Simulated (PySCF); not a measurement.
## ²⁹Si chemical shifts

[PySCF: geometry from GFN2-xTB; σ from GIAO-PBE0/pcSseg-1; a single conformation; no relativistic terms; fast rotation and ring inversion assumed for equivalent nuclei; no solvent]

Shieldings were converted by a linear fit to measured shifts: ²⁹Si (scatter 8.9 ppm rms, 25.8 ppm with the 6 outliers that the fit left out vs TMS, solution or neat liquid). A few per cent of atoms miss by over 2 rms, more outside the fitted compound classes.

Question: Give the ²⁹Si shifts of `N#CC[Si@@H](N)[Si@H](N)[SiH3]`, `CN[SiH2]N([SiH3])[SiH2]C#N`, `CN([SiH2]C#N)[Si@@H](N)[SiH3]`, `C=CC[SiH2][SiH2][SiH2]O`, `CCOC1=C(F)[Si@@H](OC)C1`.

Answer: 
```
                                                     compound                                        environment  δ (ppm)
[N:1]#[C:2][CH2:3][Si@@H:4]([NH2:5])[Si@H:6]([NH2:7])[SiH3:8]                 Si4: silicon bonded to C, N, Si, H    -29.6
[N:1]#[C:2][CH2:3][Si@@H:4]([NH2:5])[Si@H:6]([NH2:7])[SiH3:8]                  Si6: silicon bonded to N, 2 Si, H    -46.8
[N:1]#[C:2][CH2:3][Si@@H:4]([NH2:5])[Si@H:6]([NH2:7])[SiH3:8]                     Si8: silicon bonded to Si, 3 H   -106.1
      [CH3:1][NH:2][SiH2:3][N:4]([SiH3:5])[SiH2:6][C:7]#[N:8]                    Si3: silicon bonded to 2 N, 2 H    -29.4
      [CH3:1][NH:2][SiH2:3][N:4]([SiH3:5])[SiH2:6][C:7]#[N:8]                      Si5: silicon bonded to N, 3 H    -47.9
      [CH3:1][NH:2][SiH2:3][N:4]([SiH3:5])[SiH2:6][C:7]#[N:8]                   Si6: silicon bonded to C, N, 2 H    -57.8
  [CH3:1][N:2]([SiH2:3][C:4]#[N:5])[Si@@H:6]([NH2:7])[SiH3:8]                  Si6: silicon bonded to 2 N, Si, H    -16.1
  [CH3:1][N:2]([SiH2:3][C:4]#[N:5])[Si@@H:6]([NH2:7])[SiH3:8]                   Si3: silicon bonded to C, N, 2 H    -53.6
  [CH3:1][N:2]([SiH2:3][C:4]#[N:5])[Si@@H:6]([NH2:7])[SiH3:8]                     Si8: silicon bonded to Si, 3 H   -109.0
          [CH2:1]=[CH:2][CH2:3][SiH2:4][SiH2:5][SiH2:6][OH:7]                  Si6: silicon bonded to O, Si, 2 H    -20.6
          [CH2:1]=[CH:2][CH2:3][SiH2:4][SiH2:5][SiH2:6][OH:7]                  Si4: silicon bonded to C, Si, 2 H    -60.5
          [CH2:1]=[CH:2][CH2:3][SiH2:4][SiH2:5][SiH2:6][OH:7]                   Si5: silicon bonded to 2 Si, 2 H   -115.9
                                      CCOC1=C(F)[Si@@H](OC)C1  silicon bonded to 2 C, O, H, in a 4-membered ring    -34.1
```

Question: Order these by ²⁹Si shift, lowest first.
A. Cc1cpcc([SiH3])c1
B. CCCC1=C(O[SiH2]O)[C@H]1F
C. F[SiH]

Answer: A (-58.9 ppm, silicon bonded to C, 3 H), B (-29.8 ppm, silicon bonded to 2 O, 2 H), C (409.9 ppm, silicon bonded to F, H).
